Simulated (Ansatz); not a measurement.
The cluster B₃⁺. The state is a quintet with charge 1. Geometry PBE-D4/def2-TZVP; atoms count from 1.

```xyz
3

B     0.0079   -0.0046    0.0039
B     0.2105   -0.7820   -1.3702
B    -0.2184    0.7866    1.3663
```

At PBE0-D4/def2-TZVP a broken-symmetry singlet of charge 1 lies 0.18 eV below the quintet, each at its own geometry. The structure comes from a short search, and lower isomers may exist.

Problem. Estimate the Mulliken populations from the PBE0/def2-TZVP orbitals of Ansatz.

Solution. 
```csv
atom,charge (e),spin (α − β)
B1,0.02,1.40
B2,0.49,1.30
B3,0.49,1.30
```
Mulliken values depend strongly on the basis.

Problem. Where does the spin sit?

Solution. Summed by element: B 4.00, of 4 unpaired in all. Largest on single atoms: B1 1.40, B2 1.30, B3 1.30.

Problem. And the Mayer bond orders between heavy atoms (over 0.3)?

Solution. B1–B2 1.46 (1.59 Å); B1–B3 1.46 (1.59 Å).
